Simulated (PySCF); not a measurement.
Compound: methallyl cyanide, C5H7N.
Geometry (PBE0-D3(BJ)/def2-SVP, Å), atoms numbered from 1 in this order:
```
atom  x, y, z in Å
C1    -0.9281    1.4676    0.1548
C2    -0.3465    0.2847   -0.0611
C3    -1.0367   -1.0267    0.1471
C4     1.0846    0.2116   -0.5514
C5     1.9556   -0.5291    0.3581
N6     2.6265   -1.1324    1.0828
H7    -1.9657    1.5309    0.4926
H8    -0.3910    2.4076    0.0026
H9    -2.0786   -0.8889    0.4648
H10   -0.5146   -1.6232    0.9134
H11   -1.0310   -1.6274   -0.7779
H12    1.1243   -0.2947   -1.5325
H13    1.5012    1.2201   -0.6932
```

The closed-shell ground state was solved at several levels (PySCF, density fitting, gas phase, non-relativistic).

```csv
level,basis functions,HOMO (eV),LUMO (eV),gap (eV),dipole (D)
B3LYP/pcJ-1,232,-7.60,-0.49,7.11,3.78
PBE0/pcSseg-1,137,-7.84,-0.26,7.58,3.79
mPW1PW91/pcSseg-2,314,-7.86,-0.43,7.43,3.86
```

**Question.** What might B3LYP/def2-SVPD (176 basis functions) give for the same quantities?

**Answer.** HOMO -7.64 eV, LUMO -0.60 eV, gap 7.04 eV, dipole 3.83 D.

**Question.** Over all these levels, which gives the widest orbital gap and which the narrowest?

**Answer.** PBE0/pcSseg-1 (global hybrid, 25 % exact exchange) has the widest, 7.58 eV, and B3LYP/def2-SVPD (global hybrid, 20 % exact exchange) the narrowest, 7.04 eV. Functional and basis both differ between the two, so the spread mixes both effects.

**Question.** How far do the dipole and the HOMO energy spread over the levels?

**Answer.** The dipole runs from 3.78 to 3.86 D (mean 3.82 D) and the HOMO from -7.86 to -7.60 eV.

One conformer stands for the species.
